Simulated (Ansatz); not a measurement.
**SCl₂O₂: up Jacob's ladder to CCSD(T)**

How much do the methods differ for SCl₂O₂? The plan is to run it at one geometry with functionals of several rungs and with coupled cluster, and see how far each lands from CCSD(T) at the basis-set limit for the atomisation energy.

Computed with Ansatz 0.2.0, Gaussian basis. Level: functionals in def2-TZVPP, the program's frozen cores in correlated methods.

The runs, in order: LDA (SPW92), PBE-D4, revPBE-D4, BLYP-D4, r2SCAN-D4, B97M-V, PBE0-D4, B3LYP-D4, r2SCANh-D4, r2SCAN0-D4, HSE06-D4, BHLYP-D4, CAM-B3LYP-D4, LC-ωPBE, ωB97X-V, ωB97M-V, B2PLYP, PBE-QIDH; CCSD(T)/def2-SVP; CCSD(T)/def2-TZVPP; MP2/def2-QZVPP; extrapolation to the limit; RPA on PBE.

## (1) Structure used throughout

All runs share one geometry, relaxed beforehand with PBE0-D4 in a triple-zeta def2 set.

SMILES `O=S(=O)(Cl)Cl`, 5 atoms, charge 0, spin multiplicity 1.

Atoms are counted from 1 here; the program's logs count them from 0.

Bond lengths: O1–S2 1.416 Å, S2–O3 1.416 Å, S2–Cl4 2.013 Å, S2–Cl5 2.013 Å. Angles: O1–S2–O3 123.0°, O1–S2–Cl4 107.8°, O1–S2–Cl5 107.8°, O3–S2–Cl4 107.8°, O3–S2–Cl5 107.8°, Cl4–S2–Cl5 100.5°.

## (2) LDA

This LDA is Slater exchange with PW92 correlation.

The input, in.yaml:

```yaml
crystal:
  periodic: [false, false, false]
  atoms:
    - {symbol: O, position_ang: [0.866136, 0.300277, -1.246644]}
    - {symbol: S, position_ang: [-0.068541, 0.126818, -0.197772]}
    - {symbol: O, position_ang: [-1.381696, 0.653687, -0.241049]}
    - {symbol: Cl, position_ang: [-0.209637, -1.845229, 0.179877]}
    - {symbol: Cl, position_ang: [0.793728, 0.764446, 1.505577]}
basis:
  gaussian: {orbitals: def2-TZVPP}
hamiltonian: {xc: lda}
output: {orbitals: {seedname: orbitals}}
```

Further steps of the session: PBE-D4 (GGA); revPBE-D4 (GGA); BLYP-D4 (GGA); r2SCAN-D4 (meta-GGA); B97M-V (meta-GGA); PBE0-D4 (hybrid); B3LYP-D4 (hybrid); r2SCANh-D4 (hybrid); r2SCAN0-D4 (hybrid); HSE06-D4 (hybrid); BHLYP-D4 (hybrid); CAM-B3LYP-D4 (range-separated); LC-ωPBE (range-separated); ωB97X-V (range-separated); ωB97M-V (range-separated); B2PLYP (double hybrid); PBE-QIDH (double hybrid); CCSD(T) in def2-SVP; CCSD(T) in def2-TZVPP; MP2 in def2-QZVPP; RPA on PBE orbitals.

Q: Predict the results of all the runs planned. Wanted: atomisation energy, CCSD(T)/CBS; farthest beyond LDA; mean size of error, GGA; mean size of error, meta-GGA; mean size of error, hybrid; mean size of error, range-separated; mean size of error, double hybrid; gap, smallest and largest; T1 diagnostic.

**Answer**, as computed:

```
                               quantity                                  value
        atomisation energy, CCSD(T)/CBS                          1391.3 kJ/mol
  functionals within 7.0 kJ/mol (0.5 %)           r2SCANh-D4, ωB97X-V, ωB97M-V
                    farthest beyond LDA               BHLYP-D4 (-198.3 kJ/mol)
                mean size of error, GGA                            77.7 kJ/mol
           mean size of error, meta-GGA                            41.0 kJ/mol
             mean size of error, hybrid                            55.3 kJ/mol
    mean size of error, range-separated                            19.1 kJ/mol
      mean size of error, double hybrid                            39.6 kJ/mol
              gap, smallest and largest  4.38 eV (BLYP-D4), 12.13 eV (LC-ωPBE)
                          T1 diagnostic                                 0.0162
triples share of the correlation energy                                  4.7 %
```

The LDA atomisation energy is off by 485.5 kJ/mol (35 %): it overbinds. PBE-D4 is off by +142.5 kJ/mol. Double hybrids carry the basis error of their MP2 part in triple zeta, and no dispersion term here, so their miss is partly the set-up's. By mean error the best rung here is range-separated (19.1 kJ/mol) and the worst beyond LDA is GGA (77.7 kJ/mol). RPA and LDA stand outside this count. Misses under about 7.0 kJ/mol are within the doubt on the reference itself, which lacks core-valence correlation, relativity and higher excitations. Hartree-Fock recovers 41 % of the binding; the rest is correlation. CCSD(T) in def2-SVP is off by -390.8 kJ/mol, so the small basis spoils what the method gains. Orbital gaps span 4.4 to 12.1 eV; exact exchange widens them.
